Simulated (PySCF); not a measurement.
C3H5S (charge -1).
InChI=1S/C3H6S/c4-3-1-2-3/h3-4H,1-2H2/p-1

The closed-shell ground state was solved at several levels (PySCF, density fitting, gas phase, non-relativistic). Isolated species at its PBE0-D3(BJ)/def2-SVP geometry, gas phase. The geometry's basis has no diffuse functions, a weakness for an anion. Where the HOMO energy is positive, the finite basis confines the outermost electrons. No diffuse functions stand in pcSseg-1 and pcSseg-2, which bears on an anion's orbital energies.

| level | basis functions | total energy (Eh) | HOMO (eV) | LUMO (eV) | gap (eV) |
| --- | --- | --- | --- | --- | --- |
| CAM-B3LYP/def2-SVPD | 127 | -515.2560 | -1.16 | 5.14 | 6.30 |
| wB97X-D/pcSseg-2 | 221 | -515.5326 | -1.53 | 6.02 | 7.55 |

(1) What might PBE0/pcSseg-1 (100 basis functions) give for the same quantities?

(2) Over all these levels, which gives the widest orbital gap and which the narrowest?

## Answers

(1) Total energy -515.1918 Eh, HOMO 0.66 eV, LUMO 5.67 eV, gap 5.01 eV.

(2) wB97X-D/pcSseg-2 (range-separated hybrid) has the widest, 7.55 eV, and PBE0/pcSseg-1 (global hybrid, 25 % exact exchange) the narrowest, 5.01 eV. Functional and basis both differ between the two, so the spread mixes both effects.

Note: wB97X-D ran without an empirical dispersion term, which enters the total energy and its gradient alone.
